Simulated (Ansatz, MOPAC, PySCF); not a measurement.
Barrier height from H2 + HS to the transition structure H3S, without zero-point energy, on the benchmark's geometries as Psi4's copy of the set gives them.
Transition structure (charge 0, multiplicity 2, Z-matrix in Å and degrees):
```
S
H 1 1.3377
H 1 1.4291 2 91.15
H 3 1.1495 1 172.62 2 0.00
```
Reactant (charge 0, multiplicity 1):
```xyz
2

H      0.0000     0.0000     0.0000
H      0.7419     0.0000     0.0000
```
Reactant (charge 0, multiplicity 2):
```xyz
2

S      0.0000     0.0000     0.0000
H      1.3402     0.0000     0.0000
```

```
level                                          barrier height (kcal/mol)  minus CCSD(T)/CBS(aug-cc-pV(D+d)Z, aug-cc-pV(T+d)Z)  cost
---------------------------------------------  -------------------------  ---------------------------------------------------  ----
AM1                                                                13.40                                                -4.01     -
PM7                                                                35.82                                                18.41     -
PBE-D4/def2-TZVPPD                                                  8.68                                                -8.74    ×1
BLYP/def2-TZVPPD                                                   14.14                                                -3.28    ×1
r2SCAN-D4/def2-TZVPPD                                              11.20                                                -6.22    ×1
PBE0-D3(BJ)/def2-TZVPPD                                            11.69                                                -5.73  ×0.7
BHLYP/def2-TZVPPD                                                  18.73                                                 1.31  ×0.7
wB97M-V/def2-TZVPPD                                                16.52                                                -0.90    ×2
B2PLYP-D3(BJ)/def2-TZVPPD                                          16.07                                                -1.35  ×0.9
MP2/aug-cc-pV(T+d)Z                                                16.43                                                -0.98     -
SCS-MP2/cc-pVDZ                                                    21.45                                                 4.04     -
CCSD(T)/aug-cc-pV(D+d)Z                                            17.19                                                -0.23  ×0.7
CCSD(T)/CBS(aug-cc-pV(D+d)Z, aug-cc-pV(T+d)Z)                      17.42                                                 0.00    ×4
CCSDT/cc-pVDZ                                                      19.95                                                 2.53     -
```

 The comparison column counts from a level with limits of its own.

The rows run from 8.68 (PBE-D4/def2-TZVPPD) to 35.82 kcal/mol (PM7). The 3 functionals in def2-TZVPPD without D3 or D4 span 4.59, from BLYP to BHLYP.

Open shells are unrestricted; no spin–orbit coupling.

Cores are frozen in the correlated methods. CBS(a, b) extrapolates the correlation energy as X⁻³ and adds the Hartree–Fock energy of set b. The state that AM1, PM7 reach isn't checked; PM7 holds dispersion and hydrogen-bond terms.

The values were computed with Ansatz (Gaussian basis) for Hartree–Fock, density functionals and correlated methods; MOPAC for AM1, PM7 (differences of heats of formation); PySCF for the dispersion terms. 

Costs are rough ratios of core time to PBE/def2-TZVPPD (about 4 s over the structures, on one shared machine); a dash marks a level with no comparable run of its own. 

The set's own value is 17.3 kcal/mol (Zhao et al., J. Phys. Chem. A 109, 2012 (2005), HTBH38), an estimate for the real system, whose open-shell reactant is lowered by spin–orbit coupling.

Ansatz is a program for electronic structure.
